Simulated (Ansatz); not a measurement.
# CH3AlS, SMILES [AlH2][CH]=S: a short molecular-dynamics run

Run with the Python package of Ansatz (0.2.0).

`ch3als.py`:
```python
# -*- coding: utf-8 -*-
"""A short Born-Oppenheimer trajectory of CH3AlS."""

import ansatz as az
import numpy as np

GEOMETRY = """
Al   -0.56250   -0.00310   -0.69590
C     0.73750   -0.02230    0.71810
S     0.35780   -0.51250    2.00350
H    -2.02520   -0.44900   -0.42190
H    -0.21720    0.58610   -2.17180
H     1.75170    0.33680    0.52170
"""

ch3als = az.Crystal.molecule()
for line in GEOMETRY.strip().splitlines():
    symbol, *xyz = line.split()
    ch3als = ch3als.atom(symbol, [float(v) for v in xyz])

calculation = (
    ch3als.calculation()
    .basis(gaussian="def2-SVP")
    .functional("b3lyp", dispersion="d4")
    .scf(lower_state_search="off")
    .md("nve", timestep=0.25, steps=30, temperature=300, initial_velocities="maxwell_boltzmann", seed=4)
)
frames = []
calculation.session().plan().execute(on_event=lambda e: frames.append(e["data"]) if e["event"] == "md_step" else None)
print("t (fs)   E_pot (eV)      E_kin (eV)   T (K)   d(0-1) (A)")
for f in frames[::2]:
    xyz = np.array(f["positions_ang"])
    print(f"{f['time_fs']:6.2f} {f['lagrangian_ev']:14.5f} {f['e_kin_ev']:10.5f} {f['temperature_k']:8.1f} {np.linalg.norm(xyz[0] - xyz[1]):9.4f}")
kept = np.array([f["conserved_ev"] for f in frames])
print(f"conserved energy moves by at most {1000 * np.ptp(kept):.3f} meV")
```

```console
$ python ch3als.py
t (fs)   E_pot (eV)      E_kin (eV)   T (K)   d(0-1) (A)
  0.00   -18510.36725    0.15511    300.0    1.9209
  0.50   -18510.35004    0.13793    266.8    1.9197
  1.00   -18510.38350    0.17133    331.4    1.9173
  1.50   -18510.46349    0.25117    485.8    1.9139
  2.00   -18510.58084    0.36832    712.4    1.9095
  2.50   -18510.72295    0.51022    986.8    1.9043
  3.00   -18510.87580    0.66287   1282.0    1.8985
  3.50   -18511.02596    0.81286   1572.1    1.8923
  4.00   -18511.16213    0.94892   1835.3    1.8859
  4.50   -18511.27619    1.06292   2055.8    1.8795
  5.00   -18511.36350    1.15024   2224.7    1.8734
  5.50   -18511.42269    1.20946   2339.2    1.8677
  6.00   -18511.45497    1.24180   2401.8    1.8627
  6.50   -18511.46327    1.25018   2418.0    1.8585
  7.00   -18511.45143    1.23843   2395.2    1.8552
  7.50   -18511.42345    1.21051   2341.2    1.8529
conserved energy moves by at most 1.164 meV
```

Reading the output:
- The settings weren't tested for convergence.
- The trajectory is only some femtoseconds long, so its temperature is not equilibrated; where the script doesn't relax first, it starts from a rough generated geometry.
- b3lyp holds the VWN-RPA fit, as in Gaussian; the form of ORCA and Turbomole is b3lyp5.
- The temperature counts the internal degrees of freedom alone.
- The whole script took 40 s on 1 thread of Arm Neoverse V1, with other jobs on the host, peak memory 0.18 GiB.

(A comment or docstring line of the script was reworded after the run, the code is as it ran; lines on the test bed's own set-up are left out of the output.)
